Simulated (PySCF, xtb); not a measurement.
## Two structures of H3SSi2+

Structure X: a singlet given by its coordinates. Structure Y: `[SiH]1=[S+][SiH2]1`, a singlet. Both are isolated ions in the gas phase, relaxed with B3LYP-D3(BJ)/def2-SVP.

X (Å):

```yaml
atoms:
  - { symbol: S, position_ang: [-1.6905, -0.7254, 1.9564] }
  - { symbol: Si, position_ang: [-2.8802, -2.3593, 1.7651] }
  - { symbol: Si, position_ang: [-0.3246, -0.3425, 0.1326] }
  - { symbol: H, position_ang: [0.5037, -1.5633, 0.0425] }
  - { symbol: H, position_ang: [-1.2690, -0.1477, -0.9876] }
  - { symbol: H, position_ang: [0.3704, 0.8711, 0.6044] }
```

Close contacts (Å): S1–Si2 2.03, S1–Si3 2.31, Si3–H4 1.48, Si3–H5 1.48, Si3–H6 1.48.

Y (Å):

```xyz
6

S     0.2899   -1.8522    0.1696
Si   -0.9987   -1.3616    1.6955
Si   -1.0121   -0.0325   -0.1341
H    -1.1470   -2.0972    2.9752
H    -2.0959   -0.2166   -1.1187
H    -0.2885    1.2519   -0.0647
```

Quicker runs give these differences E(Y) − E(X): GFN2-xTB +0.572 eV; HF/STO-3G +1.465 eV (at GFN2-xTB geometries); r2SCAN-D4/def2-SVP +0.139 eV (at GFN2-xTB geometries).

Task: Estimate E(Y) − E(X) at the level CCSD(T)/def2-SVP + ΔMP2/def2-TZVPP.

Result: Calculated at CCSD(T)/def2-SVP + ΔMP2/def2-TZVPP: E(Y) − E(X) = +0.330 eV, so structure X lies lower.

The same difference at several levels:

| level | geometry | E(Y) − E(X) (eV) | departure from the last row (eV) | job, with rough time for the two |
| --- | --- | --- | --- | --- |
| GFN2-xTB | GFN2-xTB | +0.572 | +0.242 | optimisation, 0.15 s |
| HF/STO-3G | GFN2-xTB | +1.465 | +1.135 | single point, 1.2 s |
| r2SCAN-D4/def2-SVP | GFN2-xTB | +0.139 | −0.191 | single point, 9 s |
| B3LYP-D3(BJ)/def2-SVP | B3LYP-D3(BJ)/def2-SVP | +0.401 | +0.071 | optimisation, 43 s |
| HF/def2-SVP | B3LYP-D3(BJ)/def2-SVP | +0.641 | +0.311 | part of the CCSD(T) run |
| MP2/def2-SVP | B3LYP-D3(BJ)/def2-SVP | +0.365 | +0.035 | part of the CCSD(T) run |
| CCSD(T)/def2-SVP | B3LYP-D3(BJ)/def2-SVP | +0.467 | +0.137 | single point |
| CCSD(T)/def2-SVP + ΔMP2/def2-TZVPP | B3LYP-D3(BJ)/def2-SVP | +0.330 |  | single point, 16 s |

None of the levels shown reverses the order. The largest departure from CCSD(T)/def2-SVP + ΔMP2/def2-TZVPP is that of HF/STO-3G, 1.135 eV. The last row adds to CCSD(T) the change of the MP2 difference between the two basis sets, here −0.137 eV, a large step that makes the value less sure.

With thermal terms from frequencies at re-optimised GFN2-xTB minima (ideal gas, soft modes damped towards free rotors, one conformer each, 298.15 K, 1 atm): the zero-point term adds −0.022 eV; ΔH is +0.299 and ΔG +0.346 eV.

The T1 diagnostic of structures X and Y is large, so the coupled-cluster value is less sure. The correlated steps freeze 15 core orbitals. Run with PySCF 2.14.0, xtb 6.7.1; the last row on 2 threads of Intel(R) Xeon(R) CPU @ 2.60GHz (Ice Lake) on a shared host.
